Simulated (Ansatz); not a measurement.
System: rock-salt LiBr. Method: G0W0@HSE06 in Ansatz (hard PAW, contour deformation).

The cell has the measured lattice parameters. Conventional cell: a = 5.5010 Å, b = 5.5010 Å, c = 5.5010 Å, α = 90.00°, β = 90.00°, γ = 90.00°.

The quasiparticle gap at Γ at a fixed k mesh 4×4×4:

| response cutoff | value (eV) |
|---|---|
| 150 eV, 319 empty bands | 7.713 |
| 200 eV, 491 empty bands | 7.754 |
| 250 eV, 686 empty bands | 7.780 |
| 300 eV, 902 empty bands | 7.791 |

**Question.** Taking the value to converge with the response cutoff E as E^(−3/2), extrapolate from the last two rows.

**Answer.** With y = y∞ + c/w and weights w = 3953 and 5196 for the last two rows, y∞ = (w2 y2 − w1 y1)/(w2 − w1) = (5196 × 7.791 − 3953 × 7.780)/1243 = 7.826 eV, which lies 0.035 beyond the last row. Successive pairs of rows give 7.830, 7.845, 7.826. The limit also hangs on the law assumed, so its last digits aren't firm.

The other settings are not extrapolated, so this is the limit in one setting alone.

Spin–orbit coupling is not included.

Note: GW on a hybrid start was not checked against another program.

Ansatz is an electronic-structure program.
